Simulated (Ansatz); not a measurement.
Rock-salt MgS, treated with r²SCAN+rVV10 in Ansatz (PAW).

Numerical settings: plane-wave cutoff 560 eV, 12×12×12 k mesh, Fermi–Dirac smearing 0.01 eV, scalar-relativistic PAW data made under PBE.

Properties against volume:

```tsv
V (Å³/atom)	P (GPa)	direct gap at Γ (eV)	smallest gap on the k mesh (eV)
16.416	5.72	5.220	3.580
16.765	3.62	5.029	3.538
17.115	1.72	4.847	3.495
17.464	0.00	4.673	3.453
17.813	-1.55	4.506	3.411
18.163	-2.95	4.347	3.369
18.512	-4.22	4.195	3.327
```

The fundamental gap (3.45 eV at the equilibrium volume, with added k points) lies elsewhere than Γ–Γ.

Ansatz is a program for electronic structure.
